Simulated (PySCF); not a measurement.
Input of a run (PBE0-D3(BJ)/def2-SVP geometry optimisation, gas phase (PySCF 2.14.0)), started from GFN2-xTB:
```
{"job": {"xc": "PBE0", "basis": "def2-SVP", "d3": "d3bj", "grid": 1, "shake": 0.01, "kind": "geom"}, "charge": 1, "multiplicity": 1}
C     -2.678460    -0.205360     0.267460
C     -1.717500     0.671140     0.071260
C     -0.483070     0.702570     0.899350
P      1.007090     0.233990    -0.122820
C      0.697960    -1.459350    -0.732820
P      2.814600     0.337630     1.009340
H     -2.661580    -0.926880     1.041600
H     -3.573780    -0.146580    -0.344530
H     -1.773330     1.432600    -0.683260
H     -0.290680     1.705190     1.321800
H     -0.532670    -0.003470     1.751940
H      0.895580     1.038550    -1.239760
H      1.405540    -1.696350    -1.497390
H     -0.320690    -1.531080    -1.132040
H      0.799460    -2.160250     0.111640
H      2.797760     1.747890     1.022180
H      3.597270     0.271610    -0.153950
```

Output (energies in Eh, forces in Eh/bohr):
```
step   0  E = -840.71477907  max force = 0.039625
step   1  E = -840.72118215  max force = 0.005878
step   2  E = -840.72164795  max force = 0.002056
step   3  E = -840.72164651  max force = 0.002764
step   4  E = -840.72180789  max force = 0.000914
step   5  E = -840.72184464  max force = 0.000397
step   6  E = -840.72189876  max force = 0.000744
step   7  E = -840.72192499  max force = 0.000773
step   8  E = -840.72193780  max force = 0.000320
optimisation converged
```

Summarise the run.

The energy falls by 4.5 kcal/mol over 9 energy and gradient evaluations, the largest force component goes from 0.0396 to 3.2e-04 Eh/bohr, and the atoms move by 0.074 Å rms after alignment. The bond that changes most is P4–P6 (ends: phosphorus bonded to 2 C, P and H; three-coordinate phosphorus), which lengthens by 0.063 Å. Bonds longer at the end by more than 0.005 Å: 10 of 16; shorter: 2. Among the angles that change most is P6–P4–H12, from 118.0° to 112.4°. The energy rose by more than 1e-6 Eh at step 3. The first step brought 89 % of the lowering.

What are the final bond lengths?

C1=C2 1.334 Å, C2–C3 1.499 Å, C3–P4 1.824 Å, P4–C5 1.800 Å, P4–P6 2.198 Å, C1–H7 1.095 Å, C1–H8 1.093 Å, C2–H9 1.096 Å, C3–H10 1.103 Å, C3–H11 1.103 Å, P4–H12 1.415 Å, C5–H13 1.100 Å, C5–H14 1.101 Å, C5–H15 1.100 Å, P6–H16 1.428 Å, P6–H17 1.428 Å. Numbering counts from 1 in the input's order; the species is `[P@@H+](C)(P)CC=C`.

The run used 147 basis functions and 58 SCF cycles in all. Hardware: one thread, Arm Neoverse V2 (aarch64), on a shared host. Cost: 79 s of wall time, 0.59 GiB resident at most.

Not checked by PBE0-D3(BJ)/def2-SVP frequencies.

Shape of the structure used: `[CH2:1]=[CH:2][CH2:3][P@H+:4]([CH3:5])[PH2:6]`: C1–C2–C3–P4 106°, C2–C3–P4–C5 -61°, H–P6–P4–C3 -72°, H–P6–P4–C3 -167°.

One conformer stands for the species.
